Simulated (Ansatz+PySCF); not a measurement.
Results of a calculation; reference values are marked as such.
A run of PySCF 2.14.0 on singlet BH at this shape:

```yaml
atoms:
  - { symbol: B, position_ang: [0.0000, 0.0000, -0.3757] }
  - { symbol: H, position_ang: [0.0000, 0.0000, 1.8785] }
```

Its results:

```json
{"Converged": "yes", "Reference energy": "-25.00483 hartree", "Correlation energy": "-0.05271 hartree", "Total energy": "-25.05754 hartree"}
```

(1) Which input gives this output? Name the method, the orbitals and the basis set, and write the input.

## Answers

(1) RHF-MP2 in 6-31G. An unrestricted run that stays on the closed shell gives the same numbers.

```python
from pyscf import gto, scf, mp

mol = gto.M(atom="""
B 0.000000 0.000000 -0.375710
H 0.000000 0.000000 1.878540
""", basis='6-31g', charge=0, spin=0)
mf = scf.RHF(mol)
mf.kernel()
pt = mp.MP2(mf, frozen=1).run()
print(mf.e_tot, pt.e_corr, pt.e_tot)
```

Caution: large amplitudes, a single reference is doubtful; an unrestricted determinant lies well below.
